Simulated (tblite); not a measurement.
Species: C₂H₄FOP.
Cartesian coordinates in Å at the GFN2-xTB level; atoms count from 1:
```xyz
9
C2H4FOP angstrom
O     -1.9789    0.3885    0.8539
C     -0.8508   -0.1550    0.2261
P      0.6349    1.0069    0.3127
C      1.7848    0.0143   -0.3833
F      1.5380   -1.2351   -0.8179
H     -2.2702    1.1740    0.3773
H     -1.0496   -0.4118   -0.8246
H     -0.6102   -1.0734    0.7685
H      2.8156    0.2975   -0.5378
```

Computed values, GFN2-xTB/tblite, gas phase, harmonic and unscaled. This tight-binding method is rough: wavenumbers can miss measured ones by several per cent, in bad cases by 10 to 20. One conformer, not necessarily the lowest.

Harmonic wavenumbers (cm⁻¹): 55.4, 141.8, 267.1, 294.1, 356.6, 446.6, 679.6, 699.0, 801.7, 916.5, 1069.2, 1116.8, 1154.3, 1246.5, 1307.2, 1316.7, 1420.3, 2856.9, 2956.9, 3068.2, 3536.8.

A = 8066, B = 2422, C = 1893 MHz; mass 93.998 u (most abundant isotopes); point group C1, symmetry number 1.

Question: Zero-point energy?

Answer: ½Σν̃ = 12854 cm⁻¹ = 153.77 kJ/mol.

Question: Entropy at 273.15 K, 1 bar (ideal gas, RRHO, classical rotation)?

Answer: Translation 163.70, rotation 110.06, vibration 52.07: S = 325.8 J/(mol K).

Question: And Cp and H(273.15 K) − H(0)?

Answer: Cp = 88.92 J/(mol K), of which vibrations give 55.66 (their classical limit is 21 R = 174.6); H(273.15 K) − H(0) = 16.74 kJ/mol without the zero-point energy, 7.66 from vibrations.

Question: Which modes carry the vibrational entropy at 273.15 K?

Answer: 55.4 cm⁻¹: 18.58; 141.8 cm⁻¹: 10.93; 267.1 cm⁻¹: 6.13; 294.1 cm⁻¹: 5.46; 356.6 cm⁻¹: 4.20; 446.6 cm⁻¹: 2.89 J/(mol K); the other 15 give 3.88 together.

Question: What must be added to the electronic energy to get the Gibbs energy at 273.15 K and 1 bar?

Answer: ZPE + [H(273.15 K) − H(0)] − T·S = 153.77 + 16.74 − 89.00 = 81.51 kJ/mol.

Hindered rotation and anharmonicity are outside this model. Other conformers, if any are populated, would add a mixing term that is left out. The structure is chiral; the term R ln 2 for an equal mix with its mirror image is left out.
